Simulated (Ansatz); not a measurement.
# H₂O₂ (triplet): wave-function methods side by side, def2-QZVPP

The task here is to estimate one member of a computed series from the others.

Method: def2-QZVPP, core rule «outside noble gas», up to 2 orbitals frozen; program: Ansatz 0.2.0, Gaussian basis.

To be run: UHF; ROHF; CCSD(T) on UHF.

2 further runs of the same task are left out: 2 set aside as unsound or not needed. Runs told in other sessions of the task aren't counted.

### The system

The geometry is a PBE0/def2-TZVP stationary point (not a proven minimum).

4 atoms, charge 0, spin multiplicity 3.

Atoms are counted from 1 here; the program's logs count them from 0.

Bond lengths: O1–H3 0.969 Å, O2–H4 0.969 Å.

Geometry (Å):

```tsv
atom	x (Å)	y (Å)	z (Å)
O1	0.00000	-0.11483	0.93472
O2	0.00000	0.11483	-0.93472
H3	0.00000	0.85169	1.00822
H4	0.00000	-0.85169	-1.00822
```

Set-up of the first run:

in.yaml reads:

```yaml
crystal:
  periodic: [false, false, false]
  atoms:
    - {symbol: O, position_ang: [0.000000, -0.114833, 0.934723]}
    - {symbol: O, position_ang: [0.000000, 0.114833, -0.934723]}
    - {symbol: H, position_ang: [0.000000, 0.851694, 1.008223]}
    - {symbol: H, position_ang: [0.000000, -0.851694, -1.008223]}
basis:
  gaussian: {orbitals: "def2-QZVPP.json"}
magnetization: {spin_polarized: true, initial_magnetization: 2}
hamiltonian: {xc: hf}
output: {orbitals: {seedname: orbitals}}
```

Run with:

```bash
ansatz run in.yaml --threads 1 --pin off --events-out ev --progress --plain --max-ram 2393MiB
```

Steps of the session up to this table: UHF; ROHF; CCSD(T) on UHF.

One table of the session follows, with a row left open; its other results are not shown here.

| method | from UCCSD(T) (kJ/mol) |
| --- | --- |
| ROHF | +1347.7 |
| UHF | +1314.6 |
| UMP2 | ? |
| UCCSD | +51.2 |
| UCCSD(T) | 0 |

Estimate the missing values for UMP2.

The run gave: from UCCSD(T) (kJ/mol): +126.7. In the column «from UCCSD(T) (kJ/mol)» it lies between UCCSD (+51.2) and UHF (+1314.6).
